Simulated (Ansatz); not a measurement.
## Relaxing Ti2Tl

The calculation used Ansatz, DFT PBE, scalar-relativistic, plane waves, PAW. Cutoff 420 eV, Γ-centred k mesh, Gaussian smearing, no spin polarisation in the final step.

Ti2Tl was placed on the AlB2 structure type (P6/mmm, No. 191), with Tl in place of Al, Ti in place of B, at a guessed volume.

```yaml
crystal:
  lattice:
    - [3.87776, 0.00000, 0.00000]
    - [-1.93888, 3.35824, 0.00000]
    - [0.00000, 0.00000, 4.18695]
  atoms:
    - { symbol: Ti, position: [0.33333, 0.66667, 0.50000] }
    - { symbol: Ti, position: [0.66667, 0.33333, 0.50000] }
    - { symbol: Tl, position: [0.00000, 0.00000, 0.00000] }
```

Cell and atoms relax at zero pressure; the relaxation can't lower the symmetry of the start. After a coarse first stage the cell is made exact in the group found at 0.06 Å.

Formation energies are uncorrected and refer to the elements' standard structures at the same level.

Describe the relaxed structure.

It keeps P6/mmm (No. 191), but not the shape of the type it started on. Conventional cell: a = 4.751 Å, c = 2.919 Å. Ti has 3 Ti at 2.74 Å, 2 Ti at 2.92 Å and 6 Tl at 3.11 Å; Tl is coordinated by 2 Tl at 2.92 Å and 12 Ti at 3.11 Å.

```
Ti Tl
1.0
     4.75103    0.00000    0.00000
    -2.37552    4.11452    0.00000
     0.00000    0.00000    2.91920
Ti Tl
2 1
Direct
  0.33333 0.66667 0.50000
  0.66667 0.33333 0.50000
  0.00000 0.00000 0.00000
```

What are its volume, energy, density and gap?

The volume per atom is 19.02 Å³, the density is 8.73 g/cm³ and the energy over the elements is 0.28 eV/atom. The gap on the 12×12×16 mesh is 0 eV (a metal).

The final run used a 12×12×16 mesh on its 3-atom cell and 0.10 eV smearing. The k mesh leaves about 4 meV/atom of noise in metals. Spin–orbit coupling is left out. A structure relaxed within its symmetry needn't be a true minimum.

Cost: 4 runs of about 1.5 core-minutes in all, on Arm Neoverse V1 (shared hosts).